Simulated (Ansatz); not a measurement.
# C3H5Cl: rigid scan of one bond length

How does the energy of C3H5Cl change as one bond is stretched? A script is to give a rigid scan of one bond length; the system is C3H5Cl.

Program: Ansatz 0.2.0, driven from Python. Level of theory: PBE/def2-SVP. These are calculated values, not measurements.

### 1 The system

Bond lengths: C1–C2 1.492 Å, C2–C3 1.336 Å, C3–Cl4 1.713 Å, C1–H5 1.095 Å, C1–H6 1.094 Å, C1–H7 1.094 Å, C2–H8 1.088 Å, C3–H9 1.083 Å. Angles: C1–C2–C3 123.7°, C1–C2–H8 116.6°, C3–C2–H8 119.8°, C2–C1–H5 112.2°, C2–C1–H6 109.9°, C2–C1–H7 109.9°, H5–C1–H6 108.2°, H5–C1–H7 108.2°, H6–C1–H7 108.3°, C2–C3–Cl4 122.7°, C2–C3–H9 124.9°, Cl4–C3–H9 112.5°.

No structure file is read: the coordinates are typed or built in the script.

### 2 The script

c3h5cl.py reads:

```python
# -*- coding: utf-8 -*-
"""Stretching a bond of C3H5Cl, the rest held rigid."""

import ansatz as az
import matplotlib.pyplot as plt
import numpy as np


def main():
    mol = (
        az.Crystal.molecule()
        .atom("C", (-1.2048, 0.0259, 0.0099))
        .atom("C", (0.2068, -0.4567, 0.0535))
        .atom("C", (1.2682, 0.3468, -0.0561))
        .atom("Cl", (2.878, -0.236, -0.0024))
        .atom("H", (-1.2668, 1.1109, -0.1219))
        .atom("H", (-1.717, -0.2347, 0.9411))
        .atom("H", (-1.7361, -0.4497, -0.8201))
        .atom("H", (0.3511, -1.5269, 0.1826))
        .atom("H", (1.2205, 1.4205, -0.1867))
    )

    symbols = [site.symbol for site in mol.cartesian_sites]
    start = np.array([site.position_ang for site in mol.cartesian_sites])
    axis = (start[8] - start[2]) / np.linalg.norm(start[8] - start[2])
    moving = [8]
    lengths, energies = [0.953, 0.996, 1.039, 1.083, 1.126, 1.169, 1.213, 1.278], []
    for length in lengths:
        xyz = start.copy()
        xyz[moving] += (length - np.linalg.norm(start[8] - start[2])) * axis
        point = az.Crystal.molecule()
        for symbol, place in zip(symbols, xyz):
            point = point.atom(symbol, place.tolist())
        calc = (
            point.calculation()
            .basis(gaussian="def2-SVP")
            .functional("PBE")
        )
        r = calc.run(threads=1, pin="off").report
        energies.append(r["free_energy_ev"])
        print(f"r = {length:6.3f} A  E = {energies[-1]:.5f} eV  <S^2> = {abs(r['mean_field']['state']['spin_squared']):.3f}")

    # quartic fit about the minimum
    fit = np.polynomial.Polynomial.fit(lengths, np.array(energies) - min(energies), 4).convert()
    roots = [r.real for r in fit.deriv().roots() if abs(r.imag) < 1e-9 and fit.deriv(2)(r.real) > 0]
    r_e = min(roots, key=lambda r: abs(r - lengths[int(np.argmin(energies))]))
    print(f"minimum of the fit at {r_e:.4f} A, force constant {fit.deriv(2)(r_e):.2f} eV/A^2")
    plt.figure(figsize=(4.5, 3))
    plt.plot(lengths, np.array(energies) - min(energies), "o-")
    plt.xlabel("bond length (A)")
    plt.ylabel("E - E(min) (eV)")
    plt.tight_layout()
    plt.savefig("scan.png", dpi=100)


if __name__ == "__main__":
    main()
```

### 3 Running it

Command:

```sh
> python c3h5cl.py
```

Without the output at hand: what should come out? Wanted: range of energy; lowest point, distance.

As calculated:

```
                        quantity     value
bond length at the fit's minimum  1.1017 Å
                   runs compared         8
                 range of energy  0.492 eV
      lowest point, distance (Å)      1.08
```

**Reading.** The curve has its lowest point inside the range, at 1.08. The ends stand 0.492 and 0.366 eV above it. The distance scanned is the script's pair 2, 8. The rest of the molecule is held rigid at a force-field or estimated start geometry, and the basis set is modest; single-reference methods fail as a bond breaks. The orbitals are restricted, so S² is zero by construction.
